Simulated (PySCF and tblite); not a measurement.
Computed ¹H and ¹³C shifts (ppm) of 4 molecules with 7 carbons each, averaged over conformers at 298.15 K: GIAO PBE0/pcSseg-1 (IEF-PCM, chloroform) on GFN2-xTB geometries, unscaled, against TMS (¹H), TMS (¹³C) at the same level; H on other atoms than carbon is left out (PySCF, tblite).

P. ¹H: 8.82 (1H), 8.32 (1H), 7.77 (1H), 7.57 (1H), 2.52 (3H) ¹³C: 177.9 (1C), 164.8 (1C), 155.5 (1C), 146.6 (1C), 128.3 (1C), 123.7 (1C), 25.2 (1C)
Q. ¹H: 9.02 (2H), 7.77 (2H), 2.49 (3H) ¹³C: 177.3 (1C), 166.4 (1C), 157.9 (2C), 121.7 (2C), 25.7 (1C)
R. ¹H: 9.34 (1H), 8.83 (1H), 7.86 (1H), 7.80 (1H), 2.48 (3H) ¹³C: 177.1 (1C), 155.4 (1C), 152.9 (1C), 149.8 (1C), 135.4 (1C), 131.0 (1C), 25.2 (1C)
S. ¹H: 7.73 (2H), 7.30 (1H), 7.18 (2H), 4.04 (3H) ¹³C: 167.7 (1C), 135.9 (2C), 125.9 (1C), 118.8 (2C), 56.6 (1C)

The molecules:
1. C7H7NO2, SMILES CC(=O)Oc1ccccn1
2. C₇H₇NO₂, SMILES CC(=O)Oc1cccnc1
3. C7H7NO2, SMILES CC(=O)Oc1ccncc1
4. anisole, C7H8O, SMILES COc1ccccc1

Problem. Which spectrum belongs to which molecule?

Solution. P is 1; Q is 3; R is 2; S is 4.

Assigned:
1. [CH3:1][C:2](=[O:3])[O:4][c:5]1[cH:6][cH:7][cH:8][cH:9][n:10]1: ¹³C: 177.9 (C2), 164.8 (C5), 155.5 (C9), 146.6 (C7), 128.3 (C8), 123.7 (C6), 25.2 (C1) ppm.
2. [CH3:1][C:2](=[O:3])[O:4][c:5]1[cH:6][cH:7][cH:8][n:9][cH:10]1: ¹³C: 177.1 (C2), 155.4 (C5), 152.9 (C8), 149.8 (C10), 135.4 (C6), 131.0 (C7), 25.2 (C1) ppm.
3. [CH3:1][C:2](=[O:3])[O:4][c:5]1[cH:6][cH:7][n:8][cH:9][cH:10]1: ¹³C: 177.3 (C2), 166.4 (C5), 157.9 (C7/C9), 121.7 (C6/C10), 25.7 (C1) ppm.
4. [CH3:1][O:2][c:3]1[cH:4][cH:5][cH:6][cH:7][cH:8]1: ¹³C: 167.7 (C3), 135.9 (C5/C7), 125.9 (C6), 118.8 (C4/C8), 56.6 (C1) ppm.

Unscaled shifts at such levels can be off by 15 ppm or more for ¹³C and 0.8 ppm for ¹H.

For scale, the study of CC(=O)Oc1ccccn1 took 57 s on 1 thread of Intel Xeon 6975P-C (shared host) (rough), launched as `OMP_NUM_THREADS=1 python ens_run.py task.json out`.
